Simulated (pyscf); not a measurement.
Optimised with ωB97X-D3(BJ)/def2-SVP in PySCF. Correlated levels are frozen-core, on RHF or UHF. ΔMP2 is the change of the MP2 total energy from the triple- to the quadruple-zeta basis.

Question: For the elementary gas-phase step HO–AsH₂ (SMILES O[AsH2]) + H• (SMILES [H]) -> AsH₂• (SMILES [AsH2]) + H₂O (SMILES O) (doublet surface; As–O broken, H–O formed), what barrier and reaction energy does CCSD(T)/def2-TZVPP + ΔMP2(QZVPP) give, measured from the separated reactants?

Answer: ΔE‡ = 10.0 kcal/mol, ΔE = -43.5 kcal/mol. Zero-point energy shifts the barrier by +0.4 kcal/mol. It is a substitution at O, with an imaginary mode of 1491i cm⁻¹. This is the saddle that the search found; another between the same sides may lie lower. The angle at the attacked O is 152°. The CCSD(T) − MP2 part came from Ansatz, without density fitting, on the same reference. The frozen core leaves the outer d or s,p core shells of the metals and heavy elements correlated in the MP2 and CC values, and def2-TZVPP describes them poorly, which can shift differences by a few kcal/mol. Elements up to Kr have no core potential and no relativistic terms here.
